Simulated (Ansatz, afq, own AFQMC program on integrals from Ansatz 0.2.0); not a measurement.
Two steps: Ansatz 0.2.0 writes the Fock matrix and Cholesky factors of the valence space, and afq projects on them the lowest state that overlaps trial and start.

```yaml
crystal:
  periodic: [false, false, false]
  atoms:
    - {symbol: Co, position_ang: [0.000000, 0.000000, 0.000000]}
basis:
  gaussian: {orbitals: def2-TZVPP}
magnetization: {spin_polarized: true, initial_magnetization: 3}
correlation: {method: ccsd_t, electrons: outside_noble_gas, hamiltonian_folder: ham}
```

```sh
$ ansatz run in.yaml --threads 1 --pin off --events-out ev --progress --plain --max-ram 15360MiB --backend cuda --devices 0, --max-vram 18GiB
```

Options of the walk:

```
--method phaseless --trial hf --walkers 3200 --populations 20 --least-time 40 --time-step 0.005 --steps-per-block 20 --equilibration-blocks 160 --max-blocks 4000 --target-error 0.0009000 --factor-cut 1e-05 --start spin_pure --seed 3777 --taylor-order 6
```

Times are imaginary, in 1/Eh. The walk had a cap of 97 s. With eight or more populations the least sampling time is a fifth of least-time, and the error comes from their spread.

Output of the walk:

```
orbitals 55  electrons 6 3  factors 428 of 451
reference energy -1381.39748324 Eh
CCSD correlation -0.24473594 Eh in 12 cycles, weight of the determinant in the CISD state 0.9080
energy of the start -1381.397590 Eh
 block  time / (1/Eh)  mean weight  energy / Eh
     1     0.100  1.0028  -1381.518269
     2     0.200  1.0018  -1381.564337
     3     0.300  1.0020  -1381.583777
     4     0.400  1.0018  -1381.594279
     5     0.500  1.0010  -1381.603024
     8     0.800  1.0002  -1381.614473
    13     1.300  1.0002  -1381.628074
    31     3.100  1.0006  -1381.645335
    49     4.900  1.0004  -1381.658812
    67     6.700  1.0001  -1381.643469
    85     8.500  0.9998  -1381.650407
   103    10.300  0.9996  -1381.650921
   121    12.100  0.9993  -1381.649440
   139    13.900  0.9999  -1381.645690
   157    15.700  1.0008  -1381.648675
   169    16.900  1.0005  -1381.636543
   175    17.500  0.9996  -1381.639563
   193    19.300  0.9996  -1381.646000
   211    21.100  0.9998  -1381.644141
   229    22.900  1.0002  -1381.644474
   235    23.500  0.9997  -1381.647241
error from the spread of 20 populations
energy -1381.644191 +/- 0.000728 Eh
(rows thinned)
```

The run passed its tests (sampling time, drift between the halves within three errors, error under three times the target), which doesn't prove that it has relaxed.

Against this walk (error 19.8 meV) on the same determinant: CCSD(T) 156.7 meV lower, CCSDT(Q) 168.2 meV lower, a separate phaseless walk with a CISD trial and standard settings 135.3 ± 19.8 meV lower. The error is statistical and leaves out the bias of the constraint. CCSDT(Q) is the surest value here, so the walk's 168 meV above it is most likely the bias of the constraint with this trial, which can have either sign.

Cautions: constraint bias not in the error; no relativity below Rb; outer-core shells of the metal frozen.

The walk took 24 s on 1 × NVIDIA H100 80GB HBM3 with 2 threads of AMD EPYC 7R13 Processor (Zen 3), on a shared host (the card was shared). The log's last line is the phaseless energy.

CCSDT and higher add their correlation energy to the determinant of the CCSD(T) run, since their own runs factorise the integrals more tightly (a shift of under 2 meV).
